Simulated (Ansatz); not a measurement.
Molecule: sulfur monoxide, SO, net charge 0, triplet state. 
Structure (B3LYP-D3(BJ)/def2-TZVP (Ansatz, a program for electronic structure) minimum search):
SMILES: O=S
```xyz
2

O      0.0000     0.0000    -0.9933
S      0.0000     0.0000     0.4966
```
Charge 0, spin multiplicity 3.

Parts of the frozen-core correlation energy in cc-pV(D+d)Z (Ansatz, hartree). Frozen orbitals: 6; correlated occupied orbitals by spin: 7 and 5; virtual: 24 and 26. Open shells are spin-unrestricted. Spin-orbit coupling is left out. No relativistic terms.

```
term                            value
-------------------------  ----------
reference (HF)             -472.35681
MP2 opposite-spin                 ___
MP2 same-spin                     ___
CCSD correlation             -0.30681
(T)                               ___
CCSDT minus CCSD(T)          -0.00063
CCSDT(Q) minus CCSD(T)       -0.00209
T1 diagnostic                   0.017
largest doubles amplitude       0.087
<S^2> of the reference          2.040
```

Problem. Complete the blanks.

Solution. 
- MP2 opposite-spin, value: -0.20730
- MP2 same-spin, value: -0.08639
- (T), value: -0.01004
